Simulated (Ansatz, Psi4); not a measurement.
Worked example: the enthalpy of formation of CO2 (SMILES O=C=O)

The species is CO2 (3 atoms), meant as a singlet with charge 0. SMILES: `O=C=O`. The coordinates come from a PBE0-D4/def2-TZVP relaxation.

```xyz
3

O     0.3716   -1.0919    0.0882
C     0.0001    0.0001    0.0001
O    -0.3718    1.0918   -0.0883
```

Total energies at PBE/cc-pVTZ (Psi4 1.11); the atoms run unrestricted:

```
species    state  energy (Eh)
    CO2  singlet  -188.468722
      O  triplet   -75.004909
      C  triplet   -37.794923
```

Harmonic wavenumbers at PBE0-D4/def2-TZVP, in cm⁻¹: 688, 688, 1394, 2454.

Measured heats of formation of the gaseous atoms at 298.15 K, in kJ/mol: O 249.2, C 716.9. Spin-orbit lowering of the atoms at 298 K (mean of the ground term's levels less their thermal mean, from spectra), in kJ/mol: O 0.40, C 0.02. Take 1 Eh = 2625.50 kJ/mol, 1 cm⁻¹ = 0.0119627 kJ/mol, RT = 2.479 kJ/mol.

Task: What heat of formation follows?

Result: 
1. Electronic atomisation energy: 2 × (-75.004909) + (-37.794923) − (-188.468722) = 0.663981 Eh = 1743.3 kJ/mol.
2. Zero-point energy: half the sum of the wavenumbers, 2612 cm⁻¹ = 31.2 kJ/mol.
3. Thermal vibrational enthalpy, Σ hcν̃/(exp(hcν̃/kT) − 1): 0.6 kJ/mol. Translation, rotation and pV of a linear molecule: 3.5 RT = 8.7 kJ/mol.
4. The 3 free atoms carry 5/2 RT each: 18.6 kJ/mol.
5. Spin-orbit coupling lowers the free atoms by 2 × 0.40 + 0.02 = 0.8 kJ/mol.
6. Atomisation enthalpy at 298 K: 1743.3 − 0.8 − 31.2 − 0.6 − 8.7 + 18.6 = 1720.6 kJ/mol.
7. Sum of the atoms' heats of formation: 1215.3 kJ/mol. Heat of formation: 1215.3 − 1720.6 = -505.3 kJ/mol.

The tabulated value is -393.5 kJ/mol (Active Thermochemical Tables), so this level is off by -111.8 kJ/mol, or 7.0 % of the atomisation enthalpy that the table implies (1608.8 kJ/mol). Gradient-corrected functionals often overbind somewhat. Anharmonicity and any spin-orbit splitting of the molecule are left out.
